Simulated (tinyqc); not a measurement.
Worked calculation: geometry optimisation on the unrestricted PBE/sto-6g surface (energies and gradients from PySCF), for BH, spin multiplicity 3. One step of it, computed by the program tinyqc.

Problem. Step 1: move. Quasi-Newton step p = -H^(-1) g (first H = 0.3 times the unit matrix); steps longer than 0.1 bohr are cut back (factor 0.443 here).

positions at the start (bohr), order 1B, 2H:
$$\begin{pmatrix}
0.000000 & 0.000000 & 0.000000 \\
0.000000 & 0.000000 & 2.433967
\end{pmatrix}$$

gradient (hartree/bohr), order 1B, 2H:
$$\begin{pmatrix}
0.00000000 & 0.00000000 & -0.04785940 \\
0.00000000 & 0.00000000 & 0.04785943
\end{pmatrix}$$

Give: positions after step 1.

Solution.

positions after step 1 (bohr), order 1B, 2H:
$$\begin{pmatrix}
0.0000 & 0.0000 & 0.0707 \\
0.0000 & 0.0000 & 2.3633
\end{pmatrix}$$
